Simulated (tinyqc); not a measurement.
Inside a calculation. Method: CIS on RHF in the sto-6g basis, for OH-, spin multiplicity 1. The basis has no diffuse functions, so it cannot describe the extra electron: this is an exercise in the method, not the real anion. Computed by tinyqc, a small Python program that keeps every step (integrals from PySCF). Settings: charge = -1, multiplicity = 1, basis = sto-6g, method = RHF, energy threshold = 1e-10, iteration cap = 90, orthogonalisation = canonical, start = atomic densities, DIIS depth = 6. Command: `OMP_NUM_THREADS=1 python tinyqc.py 27525 27526 out.jsonl` (the two numbers bound the seeds that draw the settings). One thread of a shared host (Intel(R) Xeon(R) Processor @ 2.60GHz), about 0.1 s of CPU time with the checks. The early iterations of the SCF are left out here.

## One-electron integrals

Geometry (angstrom):
```
atom         x         y         z
O     0.000000  0.000000  0.000000
H     0.000000  0.000000  1.088000
```

Basis sto-6g: exponents (1/bohr^2) and contraction coefficients of normalised primitives:
```
element  l (shell)     exponent  coefficient
O            s (1)  1355.584234     0.009164
O            s (1)   248.544885     0.049361
O            s (1)    69.533902     0.168538
O            s (1)    23.886772     0.370563
O            s (1)     9.275933     0.416492
O            s (1)     3.820341     0.130334
O            s (2)    52.187762    -0.013253
O            s (2)    10.329320    -0.046992
O            s (2)     3.210345    -0.033785
O            s (2)     1.235135     0.250242
O            s (2)     0.536420     0.595117
O            s (2)     0.245881     0.240706
O            p (3)    52.187762     0.003760
O            p (3)    10.329320     0.037679
O            p (3)     3.210345     0.173897
O            p (3)     1.235135     0.418036
O            p (3)     0.536420     0.425860
O            p (3)     0.245881     0.101708
H            s (1)    35.523221     0.009164
H            s (1)     6.513144     0.049361
H            s (1)     1.822143     0.168538
H            s (1)     0.625955     0.370563
H            s (1)     0.243077     0.416492
H            s (1)     0.100112     0.130334
```

Overlap, kinetic and nuclear-attraction integrals over the contracted functions; the nuclear repulsion is the sum of Za Zb / Rab.

nuclear repulsion = 3.89100890 hartree

overlap S, order 1O 1s, 1O 2s, 1O 2px, 1O 2py, 1O 2pz, 2H 1s:
```
[[1.000000, 0.231145, 0.000000, 0.000000, 0.000000, 0.041028],
 [0.231145, 1.000000, 0.000000, 0.000000, 0.000000, 0.395388],
 [0.000000, 0.000000, 1.000000, 0.000000, 0.000000, 0.000000],
 [0.000000, 0.000000, 0.000000, 1.000000, 0.000000, 0.000000],
 [0.000000, 0.000000, 0.000000, 0.000000, 1.000000, 0.344657],
 [0.041028, 0.395388, 0.000000, 0.000000, 0.344657, 1.000000]]
```

kinetic energy T (hartree), order 1O 1s, 1O 2s, 1O 2px, 1O 2py, 1O 2pz, 2H 1s:
```
[[29.327197, -0.896024, 0.000000, 0.000000, 0.000000, -0.005676],
 [-0.896024, 0.842618, 0.000000, 0.000000, 0.000000, 0.073663],
 [0.000000, 0.000000, 2.531309, 0.000000, 0.000000, 0.000000],
 [0.000000, 0.000000, 0.000000, 2.531309, 0.000000, 0.000000],
 [0.000000, 0.000000, 0.000000, 0.000000, 2.531309, 0.192655],
 [-0.005676, 0.073663, 0.000000, 0.000000, 0.192655, 0.768522]]
```

nuclear attraction V (hartree), order 1O 1s, 1O 2s, 1O 2px, 1O 2py, 1O 2pz, 2H 1s:
```
[[-61.744691, -6.263705, 0.000000, 0.000000, -0.012712, -1.274193],
 [-6.263705, -9.483811, 0.000000, 0.000000, -0.146586, -2.883546],
 [0.000000, 0.000000, -9.452462, 0.000000, 0.000000, 0.000000],
 [0.000000, 0.000000, 0.000000, -9.452462, 0.000000, 0.000000],
 [-0.012712, -0.146586, 0.000000, 0.000000, -9.545301, -2.262392],
 [-1.274193, -2.883546, 0.000000, 0.000000, -2.262392, -5.046292]]
```

core Hamiltonian H = T + V (hartree), order 1O 1s, 1O 2s, 1O 2px, 1O 2py, 1O 2pz, 2H 1s:
```
[[-32.417494, -7.159729, 0.000000, 0.000000, -0.012712, -1.279869],
 [-7.159729, -8.641192, 0.000000, 0.000000, -0.146586, -2.809883],
 [0.000000, 0.000000, -6.921153, 0.000000, 0.000000, 0.000000],
 [0.000000, 0.000000, 0.000000, -6.921153, 0.000000, 0.000000],
 [-0.012712, -0.146586, 0.000000, 0.000000, -7.013992, -2.069737],
 [-1.279869, -2.809883, 0.000000, 0.000000, -2.069737, -4.277769]]
```

## Two-electron integrals

Functions are numbered as in S; the eight-fold symmetry (ij|kl) = (ji|kl) = (kl|ij) leaves the list below.

Two-electron integrals (ij|kl) in chemists' order, unique and non-zero (hartree):
```
(11|11) 4.787491   (21|11) 0.675884   (21|21) 0.121505   (22|11) 1.117379
(22|21) 0.249212   (22|22) 0.817383   (31|31) 0.025762   (32|31) 0.039145
(32|32) 0.180664   (33|11) 1.117381   (33|21) 0.249212   (33|22) 0.817382
(33|33) 0.880663   (41|41) 0.025762   (42|41) 0.039145   (42|42) 0.180664
(43|43) 0.047461   (44|11) 1.117381   (44|21) 0.249212   (44|22) 0.817382
(44|33) 0.785741   (44|44) 0.880663   (51|51) 0.025762   (52|51) 0.039145
(52|52) 0.180664   (53|53) 0.047461   (54|54) 0.047461   (55|11) 1.117381
(55|21) 0.249212   (55|22) 0.817382   (55|33) 0.785741   (55|44) 0.785741
(55|55) 0.880663   (61|11) 0.127778   (61|21) 0.022025   (61|22) 0.044210
(61|33) 0.044115   (61|44) 0.044115   (61|51) 0.001080   (61|52) 0.002113
(61|55) 0.044399   (61|61) 0.004069   (62|11) 0.320735   (62|21) 0.072585
(62|22) 0.264869   (62|33) 0.260402   (62|44) 0.260402   (62|51) 0.005827
(62|52) 0.043621   (62|55) 0.273803   (62|61) 0.013239   (62|62) 0.108350
(63|31) 0.007930   (63|32) 0.045084   (63|53) 0.008929   (63|63) 0.015031
(64|41) 0.007930   (64|42) 0.045084   (64|54) 0.008929   (64|64) 0.015031
(65|11) 0.236448   (65|21) 0.054253   (65|22) 0.211124   (65|33) 0.201720
(65|44) 0.201720   (65|51) 0.011705   (65|52) 0.077618   (65|55) 0.229932
(65|61) 0.010330   (65|62) 0.104984   (65|65) 0.115566   (66|11) 0.475435
(66|21) 0.109597   (66|22) 0.458422   (66|33) 0.440463   (66|44) 0.440463
(66|51) 0.011033   (66|52) 0.114054   (66|55) 0.494339   (66|61) 0.020175
(66|62) 0.241635   (66|65) 0.267002   (66|66) 0.774999
```

## Orthogonalisation

S = U s U^T; canonical form X = U s^(-1/2), so that X^T S X = 1. Each column of U has its largest component positive (the first on a tie).

eigenvalues of S: [0.456953, 0.843103, 1.000000, 1.000000, 1.130901, 1.569043]

X, order 1O 1s, 1O 2s, 1O 2px, 1O 2py, 1O 2pz, 2H 1s:
```
[[0.284997, 0.760153, 0.000000, 0.000000, 0.592778, 0.223433],
 [-0.846312, -0.470220, 0.000000, 0.000000, 0.375164, 0.456601],
 [0.000000, 0.000000, 0.974045, 0.226356, 0.000000, 0.000000],
 [0.000000, 0.000000, -0.226356, 0.974045, 0.000000, 0.000000],
 [-0.631982, 0.566301, 0.000000, 0.000000, -0.585393, 0.318903],
 [0.995762, -0.257796, 0.000000, 0.000000, -0.222334, 0.526522]]
```

Within a degenerate level the vectors are fixed only up to a rotation; this is one choice.

## Iteration 7 (converged): orbitals

converged F (hartree), order 1O 1s, 1O 2s, 1O 2px, 1O 2py, 1O 2pz, 2H 1s:
```
[[-19.685294, -4.785066, 0.000000, 0.000000, -0.019592, -0.856951],
 [-4.785066, -1.682897, 0.000000, 0.000000, -0.022355, -0.583073],
 [0.000000, 0.000000, 0.221292, 0.000000, 0.000000, 0.000000],
 [0.000000, 0.000000, 0.000000, 0.221292, 0.000000, 0.000000],
 [-0.019592, -0.022355, 0.000000, 0.000000, 0.477392, -0.288826],
 [-0.856951, -0.583073, 0.000000, 0.000000, -0.288826, -0.026563]]
```

Diagonalise F' = X^T F X, C = X C', fill 5 alpha and 5 beta electrons from the bottom; D = 2 C_occ C_occ^T. Each column has its largest component positive (the first on a tie).

F' = X^T F X (hartree):
```
[[0.511360, -2.018283, 0.000000, 0.000000, -1.366334, -0.737868],
 [-2.018283, -7.900956, 0.000000, 0.000000, -8.508736, -4.203036],
 [0.000000, 0.000000, 0.221292, 0.000000, 0.000000, 0.000000],
 [0.000000, 0.000000, 0.000000, 0.221292, 0.000000, 0.000000],
 [-1.366334, -8.508736, 0.000000, 0.000000, -8.848614, -4.846995],
 [-0.737868, -4.203036, 0.000000, 0.000000, -4.846995, -2.857028]]
```

orbital energies (hartree): [-19.688535, -0.588879, 0.067790, 0.221292, 0.221292, 1.114386]

coefficients C, order 1O 1s, 1O 2s, 1O 2px, 1O 2py, 1O 2pz, 2H 1s:
```
[[0.996742, -0.231153, 0.091357, 0.000000, 0.000000, -0.071357],
 [0.014347, 0.908425, -0.505874, 0.000000, 0.000000, 0.453027],
 [0.000000, 0.000000, 0.000000, 0.986033, 0.166547, 0.000000],
 [0.000000, 0.000000, 0.000000, -0.166547, 0.986033, 0.000000],
 [0.002097, 0.033202, 0.520894, 0.000000, 0.000000, 0.944481],
 [-0.003455, 0.228543, 0.713918, 0.000000, 0.000000, -0.907047]]
```

D after iteration 7, order 1O 1s, 1O 2s, 1O 2px, 1O 2py, 1O 2pz, 2H 1s:
```
[[2.110544, -0.483801, 0.000000, 0.000000, 0.084006, 0.017899],
 [-0.483801, 2.162702, 0.000000, 0.000000, -0.466630, -0.307177],
 [0.000000, 0.000000, 2.000000, 0.000000, 0.000000, 0.000000],
 [0.000000, 0.000000, 0.000000, 2.000000, 0.000000, 0.000000],
 [0.084006, -0.466630, 0.000000, 0.000000, 0.544875, 0.758914],
 [0.017899, -0.307177, 0.000000, 0.000000, 0.758914, 1.123846]]
```

Within a degenerate level the vectors are fixed only up to a rotation; this is one choice.

## Convergence

Stop when the energy changes by less than 1e-10 hartree and every element of the error matrix X^T (F D S - S D F) X is below 3e-06.

Course of the cycle:
```
iteration   E (hartree)     change  largest element of the error matrix
1          -79.95542343          -                             7.58e-01
2          -74.77132514   5.18e+00                             1.11e-01
3          -74.78551071  -1.42e-02                             1.82e-02
4          -74.78572197  -2.11e-04                             2.89e-03
5          -74.78572626  -4.29e-06                             5.41e-05
6          -74.78572626  -1.55e-09                             4.04e-07
7          -74.78572626  -1.14e-13                             1.24e-09
```

PySCF RHF in the same basis = -74.78572626 hartree

Converged in 7 iterations.

## Integrals over molecular orbitals

(pq|rs) = sum C_ip C_jq C_kr C_ls (ij|kl), one index at a time.

one-electron integrals over orbitals h = C^T H C (hartree):
```
[[-32.404148, 0.605638, -0.236527, 0.000000, 0.000000, 0.190918],
 [0.605638, -7.159015, 0.731102, 0.000000, 0.000000, -0.942919],
 [-0.236527, 0.731102, -5.504225, 0.000000, 0.000000, -1.453414],
 [0.000000, 0.000000, 0.000000, -6.921153, 0.000000, 0.000000],
 [0.000000, 0.000000, 0.000000, 0.000000, -6.921153, 0.000000],
 [0.190918, -0.942919, -1.453414, 0.000000, 0.000000, -5.685790]]
```

Two-electron integrals over orbitals (pq|rs), unique and non-zero (hartree):
```
(11|11) 4.762559    (21|11) -0.447784   (21|21) 0.067497    (22|11) 1.042924
(22|21) -0.017848   (22|22) 0.729685    (31|11) 0.181913    (31|21) -0.026940
(31|22) 0.010476    (31|31) 0.019409    (32|11) -0.196028   (32|21) 0.008329
(32|22) -0.047652   (32|31) 0.010001    (32|32) 0.140900    (33|11) 0.769582
(33|21) -0.007328   (33|22) 0.614435    (33|31) -0.001705   (33|32) -0.004027
(33|33) 0.637845    (41|41) 0.026692    (42|41) 0.033547    (42|42) 0.152883
(43|41) -0.012459   (43|42) -0.048311   (43|43) 0.038479    (44|11) 1.117083
(44|21) -0.012063   (44|22) 0.759974    (44|31) 0.004695    (44|32) -0.102732
(44|33) 0.600851    (44|44) 0.880663    (51|51) 0.026692    (52|51) 0.033547
(52|52) 0.152883    (53|51) -0.012459   (53|52) -0.048311   (53|53) 0.038479
(54|54) 0.047461    (55|11) 1.117083    (55|21) -0.012063   (55|22) 0.759974
(55|31) 0.004695    (55|32) -0.102732   (55|33) 0.600851    (55|44) 0.785741
(55|55) 0.880663    (61|11) -0.145708   (61|21) 0.023245    (61|22) -0.001009
(61|31) 0.004234    (61|32) 0.022565    (61|33) -0.009381   (61|44) -0.003658
(61|55) -0.003658   (61|61) 0.029148    (62|11) 0.198186    (62|21) -0.005034
(62|22) 0.100022    (62|31) 0.017091    (62|32) 0.035173    (62|33) 0.004001
(62|44) 0.104289    (62|55) 0.104289    (62|61) 0.020854    (62|62) 0.108774
(63|11) 0.288341    (63|21) -0.003983   (63|22) 0.125424    (63|31) -0.003665
(63|32) -0.119058   (63|33) 0.029252    (63|44) 0.164553    (63|55) 0.164553
(63|61) -0.009530   (63|62) 0.033388    (63|63) 0.173810    (64|41) 0.009248
(64|42) 0.037223    (64|43) 0.011087    (64|64) 0.038059    (65|51) 0.009248
(65|52) 0.037223    (65|53) 0.011087    (65|65) 0.038059    (66|11) 0.945499
(66|21) -0.010893   (66|22) 0.678141    (66|31) 0.013226    (66|32) 0.019961
(66|33) 0.636949    (66|44) 0.666712    (66|55) 0.666712    (66|61) 0.010017
(66|62) 0.085886    (66|63) 0.052616    (66|66) 0.717919
```

## CIS matrix, singlets

A(ia,jb) = (e_a - e_i) d_ij d_ab + 2 (ia|jb) - (ij|ab).

CIS matrix A, singlet (hartree), order 1>6, 2>6, 3>6, 4>6, 5>6:
```
[[19.915718, 0.052600, -0.032287, 0.000000, 0.000000],
 [0.052600, 1.242671, 0.046816, 0.000000, 0.000000],
 [-0.032287, 0.046816, 0.757266, 0.000000, 0.000000],
 [0.000000, 0.000000, 0.000000, 0.302500, 0.000000],
 [0.000000, 0.000000, 0.000000, 0.000000, 0.302500]]
```

## CIS singlet states

dipole integrals <i|r|a> (bohr), order 1>6, 2>6, 3>6, 4>6, 5>6:
```
[[0.000000, 0.000000, 0.055438],
 [0.000000, 0.000000, -0.021026],
 [0.000000, 0.000000, -1.103767],
 [0.056357, -0.009519, 0.000000],
 [0.009519, 0.056357, 0.000000]]
```

Diagonalise A (1 hartree = 27.211386 eV); each vector has its largest component positive (the first on a tie). The transition dipole is mu = sqrt2 sum c_ia <i|r|a>.

singlet excitation energies (eV): [8.231455, 8.231455, 20.482553, 33.932997, 541.939786]

lowest vectors, order 1>6, 2>6, 3>6, 4>6, 5>6:
```
[[0.000000, 0.000000, 0.001939, -0.002640, 0.999995],
 [0.000000, 0.000000, -0.095325, 0.995442, 0.002813],
 [0.000000, 0.000000, 0.995444, 0.095330, -0.001678],
 [-0.077320, 0.997006, 0.000000, 0.000000, 0.000000],
 [0.997006, 0.077320, 0.000000, 0.000000, 0.000000]]
```

oscillator strengths 2/3 w |mu|^2: [0.001318, 0.001318, 1.206951, 0.026522, 0.086977]

Within a degenerate level the vectors are fixed only up to a rotation; this is one choice.

## CIS matrix, triplets

A(ia,jb) = (e_a - e_i) d_ij d_ab - (ij|ab).

CIS matrix A, triplet (hartree), order 1>6, 2>6, 3>6, 4>6, 5>6:
```
[[19.857421, 0.010893, -0.013226, 0.000000, 0.000000],
 [0.010893, 1.025124, -0.019961, 0.000000, 0.000000],
 [-0.013226, -0.019961, 0.409646, 0.000000, 0.000000],
 [0.000000, 0.000000, 0.000000, 0.226382, 0.000000],
 [0.000000, 0.000000, 0.000000, 0.000000, 0.226382]]
```

## CIS triplet states

Diagonalise A (1 hartree = 27.211386 eV); each vector has its largest component positive (the first on a tie).

triplet excitation energies (eV): [6.160177, 6.160177, 11.129206, 27.912445, 540.348380]

lowest vectors, order 1>6, 2>6, 3>6, 4>6, 5>6:
```
[[0.000000, 0.000000, 0.000662, -0.000601, 1.000000],
 [0.000000, 0.000000, 0.032368, 0.999476, 0.000579],
 [0.000000, 0.000000, 0.999476, -0.032368, -0.000681],
 [-0.058373, 0.998295, 0.000000, 0.000000, 0.000000],
 [0.998295, 0.058373, 0.000000, 0.000000, 0.000000]]
```

Within a degenerate level the vectors are fixed only up to a rotation; this is one choice.
